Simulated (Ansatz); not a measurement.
Relaxing Hf3O

The calculation used DFT PBE, scalar-relativistic, plane waves, PAW (Ansatz). Cutoff 420 eV, Γ-centred k mesh, Gaussian smearing, no spin polarisation in the final step.

The start puts Hf3O on the Cu3Au (L1_2) structure type (Pm-3m, No. 221), with O in place of Au, Hf in place of Cu, at a guessed volume.

```
Hf O
1.0
     4.01534    0.00000    0.00000
     0.00000    4.01534    0.00000
     0.00000    0.00000    4.01534
Hf O
3 1
Direct
  0.00000 0.50000 0.50000
  0.50000 0.00000 0.50000
  0.50000 0.50000 0.00000
  0.00000 0.00000 0.00000
```

Cell and atoms relax at zero pressure; the relaxation can't lower the symmetry of the start. After a coarse first stage the cell is made exact in the group found at 0.06 Å.

Energies over the elements count from the elements' standard structures at the same level (O₂ as a molecule), with no empirical corrections.

**Question.** What does it relax into?

**Answer.** It keeps Pm-3m (No. 221). The result has the Cu3Au (L1_2) structure. Conventional cell: a = 4.217 Å. Hf has 4 O at 2.98 Å and 8 Hf at 2.98 Å; around O lie 12 Hf at 2.98 Å.

```cif
data_structure
_symmetry_space_group_name_H-M 'Pm-3m'
_symmetry_Int_Tables_number 221
_cell_length_a 4.2171
_cell_length_b 4.2171
_cell_length_c 4.2171
_cell_angle_alpha 90.000
_cell_angle_beta 90.000
_cell_angle_gamma 90.000
_cell_volume 74.99
loop_
_atom_site_label
_atom_site_type_symbol
_atom_site_symmetry_multiplicity
_atom_site_Wyckoff_symbol
_atom_site_fract_x
_atom_site_fract_y
_atom_site_fract_z
_atom_site_occupancy
Hf1 Hf 3 c 0.00000 0.50000 0.50000 1
O1 O 1 a 0.00000 0.00000 0.00000 1
```

**Question.** What are its volume, energy, density and gap?

**Answer.** The volume per atom is 18.75 Å³ and the density is 12.21 g/cm³. The energy over the elements is 0.27 eV/atom and the gap on the 12×12×12 mesh is 0 eV (a metal).

The final run used a 12×12×12 mesh on its 4-atom cell and 0.10 eV smearing. The k mesh leaves about 4 meV/atom of noise in metals. Spin–orbit coupling is left out. A structure relaxed within its symmetry needn't be a true minimum. The steps took roughly 80 core-seconds in all.

Cost: 3 runs of about 1.3 core-minutes in all, on Intel Xeon Platinum 8375C (Ice Lake) (shared hosts).